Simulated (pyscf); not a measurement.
Thermochemistry of product channels of `[CH3][Al]([OH])[OH]` + `[H]` [doublet] on the doublet surface, in kcal/mol, from ωB97M-D3(BJ)/def2-TZVP energies (ideal gas, 1 atm, RRHO with modes under 100 cm⁻¹ raised to 100, one conformer, R ln 2 for chiral ones without a mode under 150 cm⁻¹). Optimised with ωB97X-D3(BJ)/def2-SVP in PySCF.

```tsv
products	ΔE	ΔH(298 K)	ΔG(900 K)	ΔG(1200 K)
`[CH4]` + `[OH][Al][OH]` [doublet]	[?]	-18.1	-22.0	-21.9
`[CH3][Al]([O])[OH]` [doublet] + `[H][H]`	+16.2	+15.7	+12.7	+12.1
```

Problem. What belongs in the gaps?

Solution. 
- `[CH4]` + `[OH][Al][OH]` [doublet], ΔE: -22.7

These are energies of the channels, which say nothing of barriers. H₃C–Al(O•)–OH lies 8.5 kcal/mol over its isomer [H₃C–O–Al–OH]• (electronic energy, ωB97M-D3(BJ)).
